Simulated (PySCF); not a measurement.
Method: PBE-D3(BJ)/def2-TZVP // PBE0-D3(BJ)/def2-SVP (PySCF). All species are isolated molecules in the gas phase. 

Reference species (SMILES): `N` (neutral, multiplicity 1).

| Property | Value |
|---|---|
| HOMO | -6.07 eV |
| HOMO–LUMO gap | 6.26 eV |
| dipole moment | 1.75 D |

After one change: the HOMO rises by 0.22 eV; the HOMO–LUMO gap goes up by 0.14 eV; the dipole moment drops by 0.69 D.

### Question
Name the change that produced these shifts. The new species is one of these.
(A) `CC#N`
(B) `O`
(C) `C#N`
(D) `COC`

### Answer
D, `COC`
